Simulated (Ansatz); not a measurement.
# Nudged elastic band run: CH10Si2

input.yaml

```yaml
crystal:
  periodic: [false, false, false]
  atoms:
    - { symbol: Si, position_ang: [-0.031491, 0.410409, 0.116641] }
    - { symbol: Si, position_ang: [-0.221285, 0.297572, 2.458664] }
    - { symbol: H, position_ang: [-1.634528, -0.000812, 2.873805] }
    - { symbol: H, position_ang: [0.661078, -0.771067, 3.038933] }
    - { symbol: H, position_ang: [0.168418, 1.605557, 3.090668] }
    - { symbol: H, position_ang: [1.415159, 0.622345, -0.239428] }
    - { symbol: C, position_ang: [-1.095313, 1.796793, -0.629869] }
    - { symbol: H, position_ang: [-2.161953, 1.64221, -0.397368] }
    - { symbol: H, position_ang: [-0.797525, 2.78002, -0.229381] }
    - { symbol: H, position_ang: [-0.98393, 1.82429, -1.726841] }
    - { symbol: H, position_ang: [-0.433954, -0.918527, -0.463652] }
    - { symbol: H, position_ang: [1.699506, -3.179904, 0.690906] }
    - { symbol: H, position_ang: [1.78172, -2.906585, 1.38532] }
basis:
  gaussian: { orbitals: "6-31G*" }
hamiltonian:
  xc: pbe
neb:
  order_check: false
  images: 5
  f_tol: 0.05
  max_iterations: 60
  final_atoms:
    - { symbol: Si, position_ang: [0.1154574, -0.30181367, -1.28229795] }
    - { symbol: Si, position_ang: [0.18921253, -0.00733236, 3.52308409] }
    - { symbol: H, position_ang: [-1.18052545, -0.41857191, 3.07609161] }
    - { symbol: H, position_ang: [0.50728015, -0.66044794, 4.83408814] }
    - { symbol: H, position_ang: [0.23273261, 1.4829311, 3.68311107] }
    - { symbol: H, position_ang: [1.57181226, 0.01147964, -1.47720529] }
    - { symbol: C, position_ang: [-0.81305742, 1.19485771, -0.58832069] }
    - { symbol: H, position_ang: [-1.88013076, 0.96030248, -0.43925149] }
    - { symbol: H, position_ang: [-0.39187917, 1.50367689, 0.38339465] }
    - { symbol: H, position_ang: [-0.74478318, 2.05431527, -1.27640691] }
    - { symbol: H, position_ang: [-0.45176983, -0.71329293, -2.6112675] }
    - { symbol: H, position_ang: [0.01456786, -1.47779413, -0.35297409] }
    - { symbol: H, position_ang: [1.196985, -0.42600917, 2.49635236] }
  initial_path:
    images:
      - { positions_ang: [[-0.031491, 0.410409, 0.116641], [-0.221285, 0.297572, 2.458664], [-1.634528, -0.000812, 2.873805], [0.661078, -0.771067, 3.038933], [0.168418, 1.605557, 3.090668], [1.415159, 0.622345, -0.239428], [-1.095313, 1.796793, -0.629869], [-2.161953, 1.64221, -0.397368], [-0.797525, 2.78002, -0.229381], [-0.98393, 1.82429, -1.726841], [-0.433954, -0.918527, -0.463652], [1.699506, -3.179904, 0.690906], [1.78172, -2.906585, 1.38532]] }
      - { positions_ang: [[-0.01989688, 0.27532212, 0.07739754], [-0.14958006, 0.19461615, 2.49538953], [-1.53034481, -0.14173431, 2.93212718], [0.77518821, -0.82997591, 3.04394817], [0.21050405, 1.51308143, 3.08242264], [1.4040625, 0.41851326, -0.32034891], [-1.02291387, 1.70897582, -0.62567036], [-2.08440989, 1.52125012, -0.55397041], [-0.81971678, 2.62435884, -0.09535772], [-0.77764799, 1.85510057, -1.65917934], [-0.51608367, -1.00715406, -0.47491166], [1.44050322, -2.58378378, 0.64339503], [1.45623796, -2.34626925, 1.42315632]] }
      - { positions_ang: [[-0.00830276, 0.14023524, 0.03815408], [-0.07787511, 0.09166031, 2.53211507], [-1.42616162, -0.28265662, 2.99044936], [0.88929843, -0.88888481, 3.04896334], [0.25259011, 1.42060585, 3.07417727], [1.39296599, 0.21468151, -0.40126982], [-0.95051474, 1.62115863, -0.62147173], [-2.00686678, 1.40029024, -0.71057281], [-0.84190857, 2.46869767, 0.03866556], [-0.57136597, 1.88591115, -1.59151769], [-0.59821334, -1.09578111, -0.48617132], [1.18150045, -1.98766356, 0.59588405], [1.13075591, -1.7859535, 1.46099263]] }
      - { positions_ang: [[0.00329136, 0.00514836, -0.00108937], [-0.00617017, -0.01129554, 2.5688406], [-1.32197844, -0.42357893, 3.04877154], [1.00340864, -0.94779372, 3.05397852], [0.29467616, 1.32813028, 3.06593191], [1.38186949, 0.01084977, -0.48219073], [-0.87811561, 1.53334145, -0.61727309], [-1.92932366, 1.27933035, -0.86717522], [-0.86410035, 2.31303651, 0.17268884], [-0.36508396, 1.91672172, -1.52385603], [-0.68034301, -1.18440817, -0.49743098], [0.92249767, -1.39154335, 0.54837308], [0.80527387, -1.22563775, 1.49882895]] }
      - { positions_ang: [[0.04068004, -0.09717231, -0.4281589], [0.0589574, -0.00997448, 2.88692176], [-1.27482744, -0.42190992, 3.05787823], [0.83803248, -0.85201179, 3.64734839], [0.27402831, 1.37973055, 3.2716583], [1.44518375, 0.01105973, -0.81386225], [-0.85642955, 1.42051354, -0.60762229], [-1.91292603, 1.17298773, -0.72453398], [-0.70669329, 2.04324997, 0.24292411], [-0.49165037, 1.96258624, -1.44137299], [-0.60415195, -1.02736976, -1.20204316], [0.6198544, -1.42029361, 0.24792403], [0.93584425, -0.95909489, 1.83133675]] }
      - { positions_ang: [[0.07806872, -0.19949299, -0.85522843], [0.12408497, -0.00865342, 3.20500293], [-1.22767644, -0.42024092, 3.06698492], [0.67265632, -0.75622987, 4.24071827], [0.25338046, 1.43133083, 3.47738469], [1.508498, 0.01126968, -1.14553377], [-0.83474349, 1.30768562, -0.59797149], [-1.89652839, 1.06664511, -0.58189274], [-0.54928623, 1.77346343, 0.31315938], [-0.61821677, 2.00845075, -1.35888995], [-0.52796089, -0.87033134, -1.90665533], [0.31721113, -1.44904387, -0.05252503], [1.06641462, -0.69255203, 2.16384456]] }
      - { positions_ang: [[0.1154574, -0.30181367, -1.28229795], [0.18921253, -0.00733236, 3.52308409], [-1.18052545, -0.41857191, 3.07609161], [0.50728015, -0.66044794, 4.83408814], [0.23273261, 1.4829311, 3.68311107], [1.57181226, 0.01147964, -1.47720529], [-0.81305742, 1.19485771, -0.58832069], [-1.88013076, 0.96030248, -0.43925149], [-0.39187917, 1.50367689, 0.38339465], [-0.74478318, 2.05431527, -1.27640691], [-0.45176983, -0.71329293, -2.6112675], [0.01456786, -1.47779413, -0.35297409], [1.196985, -0.42600917, 2.49635236]] }
```

Command:

```bash
$ ansatz run input.yaml --threads 1 --pin off --max-ram 2048MiB --backend cpu --events-out ev --progress --plain --runs-dir out
```

Output, in part (warnings, iteration lines, the closing report on the highest movable image, with atoms numbered from 0):

```
NEB end point (image 0): max|allowed force component| = 2.573e-2 eV/Å (the criterion of neb.relax_end_points is 1.000e-2)
NEB end point (image 6): max|allowed force component| = 1.097e-2 eV/Å (the criterion of neb.relax_end_points is 1.000e-2)
NEB iter   1: max|band force component| = 3.487e0 eV/Å  barrier→ = 3.9902 eV  barrier← = 4.0989 eV  Δτ_max = 0.2000 Å  (171 SCF iters)
NEB iter   2: max|band force component| = 1.744e0 eV/Å  barrier→ = 2.0443 eV  barrier← = 2.1529 eV  Δτ_max = 0.2000 Å  (127 SCF iters)
NEB iter   3: max|band force component| = 9.667e-1 eV/Å  barrier→ = 2.4793 eV  barrier← = 2.5879 eV  Δτ_max = 0.1966 Å  (130 SCF iters)
NEB iter   4: max|band force component| = 1.040e0 eV/Å  barrier→ = 2.7957 eV  barrier← = 2.9044 eV  CI = image 3  Δτ_max = 0.1997 Å  (131 SCF iters)
NEB iter   5: max|band force component| = 1.183e0 eV/Å  barrier→ = 3.2666 eV  barrier← = 3.3753 eV  CI = image 3  Δτ_max = 0.1995 Å  (133 SCF iters)
NEB iter   6: max|band force component| = 7.748e-1 eV/Å  barrier→ = 3.2258 eV  barrier← = 3.3345 eV  CI = image 3  Δτ_max = 0.1560 Å  (127 SCF iters)
NEB iter   7: max|band force component| = 4.986e-1 eV/Å  barrier→ = 3.1020 eV  barrier← = 3.2107 eV  CI = image 3  Δτ_max = 0.1986 Å  (127 SCF iters)
NEB iter   8: max|band force component| = 3.068e-1 eV/Å  barrier→ = 3.0104 eV  barrier← = 3.1191 eV  CI = image 3  Δτ_max = 0.2000 Å  (125 SCF iters)
NEB iter   9: max|band force component| = 4.168e-1 eV/Å  barrier→ = 2.9958 eV  barrier← = 3.1044 eV  CI = image 3  Δτ_max = 0.1013 Å  (126 SCF iters)
NEB iter  10: max|band force component| = 2.669e-1 eV/Å  barrier→ = 2.9826 eV  barrier← = 3.0913 eV  CI = image 3  Δτ_max = 0.1007 Å  (130 SCF iters)
NEB iter  11: max|band force component| = 9.559e-2 eV/Å  barrier→ = 2.9779 eV  barrier← = 3.0866 eV  CI = image 3  Δτ_max = 0.1486 Å  (129 SCF iters)
NEB iter  12: max|band force component| = 5.898e-2 eV/Å  barrier→ = 2.9754 eV  barrier← = 3.0841 eV  CI = image 3  Δτ_max = 0.1085 Å  (129 SCF iters)
NEB iter  13: max|band force component| = 1.018e-1 eV/Å  barrier→ = 2.9736 eV  barrier← = 3.0823 eV  CI = image 3  Δτ_max = 0.0541 Å  (127 SCF iters)
NEB iter  14: max|band force component| = 7.879e-2 eV/Å  barrier→ = 2.9722 eV  barrier← = 3.0808 eV  CI = image 3  Δτ_max = 0.0518 Å  (131 SCF iters)
NEB iter  15: max|band force component| = 4.844e-2 eV/Å  barrier→ = 2.9713 eV  barrier← = 3.0800 eV  CI = image 3  Δτ_max = 0.0302 Å  (132 SCF iters)
NEB iter  16: max|band force component| = 4.844e-2 eV/Å  barrier→ = 2.9708 eV  barrier← = 3.0795 eV  CI = image 3  Δτ_max = 0.0000 Å  (152 SCF iters)
Total energy: -16940.11552532 eV, -622.5377631330 hartree
Atom 0 at     0.250047    -0.219134    -0.212384 Å, force    -0.006643    -0.019074    -0.013450 eV/Å
Atom 1 at    -0.043837     0.061142     2.543280 Å, force     0.002261    -0.000842     0.009624 eV/Å
Atom 2 at    -1.533061     0.135551     2.730604 Å, force     0.003976     0.000509    -0.002702 eV/Å
Atom 3 at     0.509815    -0.864890     3.596587 Å, force    -0.001033     0.003804    -0.002442 eV/Å
Atom 4 at     0.540026     1.426160     2.774857 Å, force     0.000699    -0.003661    -0.001389 eV/Å
Atom 5 at     1.627008     0.262019    -0.565703 Å, force     0.000245    -0.002978     0.002148 eV/Å
Atom 6 at    -0.862065     1.334130    -0.263666 Å, force    -0.023898     0.035970    -0.019586 eV/Å
Atom 7 at    -1.895616     1.139058     0.067603 Å, force     0.005825    -0.014822     0.002247 eV/Å
Atom 8 at    -0.454935     2.186959     0.303767 Å, force     0.002331     0.007496     0.004028 eV/Å
Atom 9 at    -0.905470     1.620410    -1.335979 Å, force     0.004224     0.003140     0.004476 eV/Å
Atom 10 at    -0.491599    -1.149526    -1.145042 Å, force    -0.003615     0.006880     0.000850 eV/Å
Atom 11 at     1.023571    -1.663345     0.309490 Å, force     0.019791    -0.001684     0.012688 eV/Å
Atom 12 at     0.602019    -1.066233     1.164983 Å, force    -0.004163    -0.014739     0.003508 eV/Å
Dipole moment:    -0.076518     0.107607    -0.097428 e Å
```

It converged. The band force fell under the threshold earlier too, but the program's further tests of the path sent the band on. Neighbouring images differ by up to 2.4 eV, so the band resolves the path poorly. A vibrational analysis at the climbing image gives one clearly imaginary mode, 1488i cm⁻¹: a first-order saddle point. The orbitals stay closed-shell, which can raise the energy where a bond breaks towards radicals; this wasn't checked here.

Final band (atoms are numbered from 1 in the order of the input):

```csv
image,path coordinate (Å),energy (eV),Si1–Si2 (Å),H12–H13 (Å),Si1–H12 (Å)
0,0.00,0.00,2.35,0.75,4.03
1,1.21,0.04,2.35,0.75,3.20
2,2.42,0.56,2.40,0.76,2.48
3,3.63,2.97,2.79,1.13,1.72
4,5.00,0.54,3.56,1.72,1.50
5,6.36,-0.07,4.29,2.37,1.50
6,7.73,-0.11,4.81,3.26,1.50
```

The run took 2 min on 1 thread of Intel(R) Xeon(R) 6975P-C (Granite Rapids), with other jobs on the host, peak memory 0.13 GiB.
